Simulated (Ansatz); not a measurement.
## Setting up doublet [C2H3ClF2]+ in Ansatz

[C2H3ClF2]+: 8 atoms, total charge +1, spin state doublet. As SMILES of the parent species, `CC(F)(F)Cl`. The shape was relaxed beforehand at HF/3-21G. The run starts from this shape.

```xyz
8

C    -0.5928   -0.3110    0.4794
C     0.5315    0.1469   -0.3903
F     1.7305    0.0097    0.2185
F     0.5699   -0.5245   -1.5629
Cl    0.3355    1.9665   -0.8082
H    -0.5952    0.2520    1.3988
H    -0.4493   -1.3613    0.7009
H    -1.5301   -0.1783   -0.0362
```

Settings wanted:

```
basis set              : 3-21G
core potential         : none
integral approximation : automatic
task                   : optimise
method                 : HF
reference              : UHF
accuracy               : medium
d and f functions      : spherical
```

Give an Ansatz 0.2.0 job that does this.

One that was run (others would do as well):

run.yaml:
```yaml
crystal:
  periodic: [false, false, false]
  atoms:
    - {symbol: C, position_ang: [-0.592783, -0.310962, 0.479445]}
    - {symbol: C, position_ang: [0.531458, 0.146916, -0.390310]}
    - {symbol: F, position_ang: [1.730482, 0.009657, 0.218496]}
    - {symbol: F, position_ang: [0.569882, -0.524466, -1.562876]}
    - {symbol: Cl, position_ang: [0.335507, 1.966494, -0.808222]}
    - {symbol: H, position_ang: [-0.595165, 0.251952, 1.398762]}
    - {symbol: H, position_ang: [-0.449310, -1.361326, 0.700893]}
    - {symbol: H, position_ang: [-1.530081, -0.178284, -0.036198]}
basis:
  gaussian:
    orbitals: 3-21G.json
magnetization:
  spin_polarized: true
  initial_magnetization: 1
total_charge: 1
hamiltonian:
  xc: hf
relax: {}
```

```bash
$ ansatz run run.yaml --threads 1 --pin off --max-ram 3480MiB --events-out events.jsonl --progress --plain --runs-dir runs
```

(Basis files named in the input come from the Basis Set Exchange and aren't shown.)

Calculated total energy at the end of the run: -731.80305 Eh.
